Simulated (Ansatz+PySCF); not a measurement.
singlet C₂H₄: levels of theory in one basis

```xyz
6

C    -0.0229    0.0238   -0.7029
C     0.0451   -0.0141    0.6490
H     0.0071   -0.9752   -1.2178
H    -0.0247    0.8992   -1.2697
H     0.0182   -0.9572    1.2018
H     0.0414    0.9100    1.2587
```

Basis set: def2-SVP (spherical functions). Frozen core: 2 orbitals. Charge 0, multiplicity 1.

Computed with Ansatz (development build ahead of 0.2.0); each method stands on the lowest determinant of its kind that the runs found. NEVPT2 correlates all electrons. Active spaces start from the frontier orbitals, and the lowest solution found is given.

| method | E − E(RHF) (eV) | <S²> of the determinant |
| --- | --- | --- |
| RHF | 0.00 | 0.00 |
| UHF | -0.01 | 0.09 |
| RHF-MP2 | -7.51 | – |
| UHF-MP2 | -7.36 | 0.09 |
| RHF-CCSD | -8.33 | – |
| UHF-CCSD | -8.32 | 0.09 |
| RHF-CCSD(T) | -8.60 | – |
| UHF-CCSD(T) | -8.60 | 0.09 |
| SC-NEVPT2(2,2) | -7.80 | – |

**Question.** What does CASSCF(2,2) give on the same scale?

**Answer.** -0.80 eV.

**Question.** Is a single determinant a sound starting point here?

**Answer.** By this sign, yes. Unrestricted orbitals gain 0.01 eV and <S²> is 0.09 against 0.00 for a pure state. The CASSCF(2,2) natural occupations are 1.91, 0.09.

Caution for UHF-MP2: another reference gives a lower total.
